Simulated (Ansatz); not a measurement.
Geometry optimisation, Ansatz 0.2.0, UKS PBE0-D4/6-31G*.

The input (input.yaml):

```yaml
crystal:
  periodic: [false, false, false]
  atoms:
    - { symbol: C, position_ang: [-0.58704, 0.78912, -0.34347] }
    - { symbol: B, position_ang: [0.52886, -0.23579, 0.2155] }
    - { symbol: "N", position_ang: [0.35379, -1.51592, 0.40753] }
    - { symbol: H, position_ang: [-1.50592, 0.26078, -0.57046] }
    - { symbol: H, position_ang: [-0.22914, 1.2794, -1.24381] }
    - { symbol: H, position_ang: [-0.79355, 1.55441, 0.39896] }
    - { symbol: H, position_ang: [-0.55383, -1.15922, 0.04616] }
    - { symbol: H, position_ang: [0.66357, -2.41938, 0.68296] }
magnetization:
  spin_polarized: true
  initial_magnetization: 1
basis:
  gaussian: { orbitals: "6-31G*" }
hamiltonian:
  xc: pbe0
  dispersion: d4
relax:
  f_tol: 0.02
  max_steps: 50
```

Launched with:

```bash
$ ansatz run input.yaml --threads 1 --pin off --max-ram 2048MiB --backend cpu --events-out ev --progress --plain --runs-dir out
```

Where does it end, and by what steps?

The forces met the threshold. After 7 steps the energy has fallen by 1.886 eV; H7 moved furthest, 0.83 Å. Parted: B2–H7.

```
step  energy less start (eV)  largest force component (eV/Å)  accepted
   0                  0.0000                           5.544       yes
   1                 -0.7452                           2.997       yes
   2                 -1.4235                           1.543       yes
   3                 -1.7132                           1.387       yes
   4                 -1.8643                           0.622       yes
   5                 -1.8842                           0.124       yes
   6                 -1.8848                           0.072       yes
   7                 -1.8855                           0.007       yes
```

```xyz
8
Properties=species:S:1:pos:R:3
C -0.551 0.890 -0.349
B 0.454 -0.186 0.190
N 0.194 -1.538 0.358
H -1.537 0.478 -0.615
H -0.146 1.390 -1.237
H -0.709 1.680 0.397
H -0.701 -1.966 0.141
H 0.874 -2.195 0.709
```

Whether the end is a true minimum wasn't checked by a vibrational analysis.

The run took 19 s on 1 thread of Arm Neoverse V2 (shared host), peak memory 0.15 GiB.
